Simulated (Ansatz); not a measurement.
**C₃H₈O₂: one species, many methods**

One table from this session's results is given with a row withheld; the runs are named, their logs left out.

The runs use Ansatz 0.2.0, Gaussian basis; functionals in def2-TZVPP, the program's frozen cores in correlated methods.

The runs, in order: PBE-D4, r2SCAN-D4, PBE0-D4, B3LYP-D4, ωB97X-V, ωB97M-V, B2PLYP; CCSD(T)/def2-TZVPP; MP2/def2-QZVPP; extrapolation to the limit.

## Structure used throughout

An earlier PBE0-D4 in a triple-zeta def2 set relaxation fixed the geometry.

SMILES `CC(O)CO`, 13 atoms, charge 0, spin multiplicity 1.

Atoms are counted from 1 here; the program's logs count them from 0.

Bond lengths: C1–C2 1.519 Å, C1–H6 1.091 Å, C1–H7 1.094 Å, C1–H8 1.095 Å, C2–O3 1.412 Å, C2–C4 1.521 Å, C2–H9 1.096 Å, O3–H10 0.965 Å, C4–O5 1.417 Å, C4–H11 1.092 Å, C4–H12 1.097 Å, O5–H13 0.960 Å. Angles: C2–C1–H6 109.9°, C2–C1–H7 111.4°, C2–C1–H8 111.1°, H6–C1–H7 108.5°, H6–C1–H8 107.3°, H7–C1–H8 108.6°, C1–C2–O3 111.2°, C1–C2–C4 112.8°, C1–C2–H9 109.0°, O3–C2–C4 109.5°, O3–C2–H9 106.3°, C4–C2–H9 107.8°, C2–O3–H10 106.2°, C2–C4–O5 111.4°, C2–C4–H11 109.1°, C2–C4–H12 110.7°, O5–C4–H11 105.7°, O5–C4–H12 111.5° and more.

The first run:

Input file in.yaml:

```yaml
crystal:
  periodic: [false, false, false]
  atoms:
    - {symbol: C, position_ang: [-0.747036, -0.397835, 1.119167]}
    - {symbol: C, position_ang: [-0.501642, -0.338025, -0.379184]}
    - {symbol: O, position_ang: [-1.273588, 0.678466, -0.982806]}
    - {symbol: C, position_ang: [0.964737, -0.138121, -0.728219]}
    - {symbol: O, position_ang: [1.414629, 1.151504, -0.349129]}
    - {symbol: H, position_ang: [-1.811573, -0.529069, 1.316520]}
    - {symbol: H, position_ang: [-0.204314, -1.228487, 1.579300]}
    - {symbol: H, position_ang: [-0.438831, 0.532469, 1.606592]}
    - {symbol: H, position_ang: [-0.828129, -1.281160, -0.831707]}
    - {symbol: H, position_ang: [-0.779952, 1.498379, -0.862016]}
    - {symbol: H, position_ang: [1.083685, -0.186623, -1.812424]}
    - {symbol: H, position_ang: [1.581436, -0.926503, -0.278903]}
    - {symbol: H, position_ang: [1.540567, 1.165004, 0.602788]}
basis:
  gaussian: {orbitals: def2-TZVPP}
hamiltonian: {xc: pbe, dispersion: d4}
output: {forces: true, orbitals: {seedname: orbitals}}
```

On the command line:

```sh
$ ansatz run in.yaml --threads 2 --pin off --events-out ev --progress --plain --max-ram 32768MiB --backend cpu
```

Steps of the session up to this table: PBE-D4 (GGA); r2SCAN-D4 (meta-GGA); PBE0-D4 (hybrid); B3LYP-D4 (hybrid); ωB97X-V (range-separated); ωB97M-V (range-separated); B2PLYP (double hybrid); CCSD(T) in def2-TZVPP; MP2 in def2-QZVPP.

One table of the session follows, with a row left open; its other results are not shown here.

It belongs to the step «Atomisation energies». 

```
            method  atoms, summed (eV)  atomisation energy (eV)
            PBE-D4           -7276.438                   53.454
         r2SCAN-D4           -7282.186                   52.359
           PBE0-D4           -7278.001                   52.413
          B3LYP-D4           -7286.889                   52.204
           ωB97X-V           -7283.960                   52.337
           ωB97M-V           -7283.029                   52.444
            B2PLYP           -7281.054                   51.732
     HF/def2-TZVPP           -7257.472                   37.601
    MP2/def2-TZVPP                   ?                        ?
   CCSD/def2-TZVPP           -7273.148                   50.348
CCSD(T)/def2-TZVPP           -7273.469                   51.088
           MP2/CBS           -7273.120                   53.212
       CCSD(T)/CBS           -7276.010                   52.383
```

**Question.** Estimate the row for MP2/def2-TZVPP.

As computed: atoms, summed (eV): -7270.578; atomisation energy (eV): 51.917. In the column «atoms, summed (eV)» it lies between MP2/CBS (-7273.120) and HF/def2-TZVPP (-7257.472).
